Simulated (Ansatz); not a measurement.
The first iterations of a band of BFH$_{5}$N (8 atoms, charge 0, multiplicity 1).

Method: Ansatz 0.2.0, RKS PBE/def2-TZVP.

| Property | Result |
| --- | --- |
| movable images | 9 |
| climbing image | yes |
| spring | 5.0 eV/Å² |
| optimiser | quadratic models (default) |
| start path | through a guess of the saddle point |
| force threshold | 0.05 eV/Å |
| iteration limit | 60 |
| end points | relaxed |

First end point:

```xyz
8
Properties=species:S:1:pos:R:3
B 0.024 -0.137 0.161
F 0.244 0.679 1.290
H 0.941 -0.132 -0.647
H -1.094 -0.030 -0.323
N 0.048 -1.682 0.797
H -0.104 -2.385 0.067
H 0.950 -1.868 1.246
H -0.685 -1.785 1.507
```

Last end point:

```xyz
8
Properties=species:S:1:pos:R:3
B 0.084 -0.573 -0.535
F -0.340 -0.118 2.764
H 1.074 0.052 -0.798
H -0.990 -0.332 -1.011
N 0.182 -1.617 0.404
H -0.584 -2.261 0.588
H 1.074 -1.953 0.759
H -0.176 -0.538 1.927
```

| iteration | highest image above the first end (eV) | largest band force component (eV/Å) |
| --- | --- | --- |
| 1 | 4.487 | 5.498 |
| 2 | 2.572 | 2.515 |
| 3 | 1.637 | 2.656 |

Does the band converge within its limit, and where does its top end?

The run converged. It ended after 11 iterations with the highest image 1.244 eV above the first end. A vibrational analysis at the climbing image gives one clearly imaginary mode, 617i cm⁻¹: a first-order saddle point. The orbitals stay closed-shell, which can raise the energy where a bond breaks towards radicals; this wasn't checked here.

Run time: 61 s on 4 threads of Arm Neoverse V2, on a shared host, peak memory 0.18 GiB.
